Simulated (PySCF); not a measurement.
Species: C5H3F.
InChI=1S/C5H3F/c1-2-4-3-5(4)6/h1,3,5H/t5-/m0/s1

The closed-shell ground state was solved at several levels (PySCF, density fitting, gas phase, non-relativistic). Isolated species at its PBE0-D3(BJ)/def2-SVP geometry, gas phase.

```tsv
level	basis functions	total energy (Eh)	HOMO (eV)	LUMO (eV)	gap (eV)	dipole (D)
PBE0/def2-TZVPD	252	-291.8024	-7.76	-1.58	6.18	2.08
PBE0/def2-SVP	99	-291.4717	-7.68	-1.43	6.25	1.95
PBE0/6-31G	60	-291.6065	-7.55	-1.20	6.35	2.26
B3LYP/def2-SVPD	147	-291.8175	-7.58	-1.80	5.78	2.16
KT2/pcSseg-2	258	-296.8987	-6.65	-2.47	4.18	1.99
```

(1) Estimate the row for PBE0/6-31+G*, a basis of 114 functions; the other rows only guide the guess.

(2) Over all these levels, which gives the widest orbital gap and which the narrowest?

(3) How much does the basis alone move the frontier levels among the 4 PBE0 rows (the withheld one included)?

(4) How far do the dipole and the HOMO energy spread over the levels?

Answers

(1) Total energy -291.6957 Eh, HOMO -7.73 eV, LUMO -1.54 eV, gap 6.19 eV, dipole 2.19 D.

(2) PBE0/6-31G (global hybrid, 25 % exact exchange) has the widest, 6.35 eV, and KT2/pcSseg-2 (GGA) the narrowest, 4.18 eV. Functional and basis both differ between the two, so the spread mixes both effects.

(3) The HOMO by 0.21 eV and the LUMO by 0.38 eV. By rising basis size (HOMO, LUMO in eV): 6-31G -7.55, -1.20; def2-SVP -7.68, -1.43; 6-31+G* -7.73, -1.54; def2-TZVPD -7.76, -1.58.

(4) The dipole runs from 1.95 to 2.26 D (mean 2.11 D) and the HOMO from -7.76 to -6.65 eV.
